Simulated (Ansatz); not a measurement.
Heating and cooling a random packing of Si₅P₃

A packing of 16 atoms, thrown in at random and pushed apart as soft spheres with like charges further apart (6 P, 10 Si) went through Langevin stages in a fixed cell of 14.47 Å³/atom, at one k point, without spin and with a Fermi–Dirac width of kT (0.05 eV at least). Computed with DFT PBE, scalar-relativistic, plane waves, PAW in Ansatz.

| thermostat (K) | duration (fs) | friction (1/fs) | cutoff (eV) | mean T (K) | mean P (GPa) | mean square displacement (Å²) |
| --- | --- | --- | --- | --- | --- | --- |
| 2000 | 72 | 0.030 | 320 | 2091 | 15.3 | 0.35 |
| 2000 | 750 | 0.030 | 420 | 2050 | 18.9 | 2.13 |
| 1440 | 750 | 0.030 | 420 | 1378 | 15.8 | 0.93 |
| 800 | 750 | 0.030 | 420 | 843 | 13.1 | 0.37 |
| 300 | 750 | 0.030 | 420 | 296 | 13.1 | 0.04 |

Means run over the second half of a stage; pressure includes the kinetic part; displacements count from the stage's start, the atoms' common shift taken off. In so short a run the atoms moved about a bond length or less in the hot stages, so this is an annealed packing, not a quenched equilibrium liquid.

Cell and atoms were then relaxed on coarser meshes and computed once more: Cutoff 420 eV; k points 4×5×5 on the computed 16-atom cell (Γ-centred); Gaussian smearing, width 0.02 eV; no spin polarisation.

Question: What structure is left?

Answer: One draw of many: 20.37 Å³/atom with a gap on the mesh of 0.15 eV, 0.11 eV/atom above the elements' standard states (static lattices, no corrections for gases) (a random packing after short dynamics, relaxed).

Counting as bonded all pairs within 1.2 times the summed covalent radii:

```
atom → neighbour mean count mean length (Å) spread (Å)
          P → Si        3.17             2.32        0.06
          Si → P        1.90             2.32        0.06
         Si → Si        2.20             2.38        0.06
```

Angles between all pairs of such bonds at an atom (mean ± spread): 106 ± 13° at P, 108 ± 16° at Si.

```yaml
crystal:
  lattice:
    - [7.99402, 0.36194, 0.06451]
    - [0.36645, 6.45526, 0.00788]
    - [0.06159, 0.00735, 6.33142]
  atoms:
    - { symbol: Si, position: [0.70409, 0.02407, 0.18718] }
    - { symbol: Si, position: [0.95602, 0.71361, 0.54896] }
    - { symbol: Si, position: [0.19923, 0.83244, 0.71432] }
    - { symbol: Si, position: [0.89918, 0.24806, 0.79088] }
    - { symbol: Si, position: [0.66811, 0.73350, 0.69174] }
    - { symbol: Si, position: [0.34065, 0.02950, 0.46588] }
    - { symbol: Si, position: [0.94328, 0.36949, 0.44890] }
    - { symbol: Si, position: [0.67891, 0.37723, 0.29958] }
    - { symbol: Si, position: [0.11258, 0.12044, 0.25118] }
    - { symbol: Si, position: [0.48734, 0.30687, 0.60726] }
    - { symbol: P, position: [0.96499, 0.84678, 0.21554] }
    - { symbol: P, position: [0.66343, 0.06897, 0.82071] }
    - { symbol: P, position: [0.78286, 0.52079, 0.98086] }
    - { symbol: P, position: [0.54621, 0.79662, 0.34282] }
    - { symbol: P, position: [0.42207, 0.60003, 0.82099] }
    - { symbol: P, position: [0.16262, 0.15076, 0.90017] }
```

The final mesh leaves forces up to 0.16 eV/Å and stresses up to 0.6 GPa: the relaxation ran on a coarser mesh, so the cell's shape, its bonds and its energy belong partly to that mesh.

An odd mesh misses points on the zone edge, so a gap read on it can be too wide.

Cost: 6 runs of about 27 core-minutes in all (earlier runs that led there not counted), on Intel Xeon 6975P-C (Granite Rapids) (shared hosts).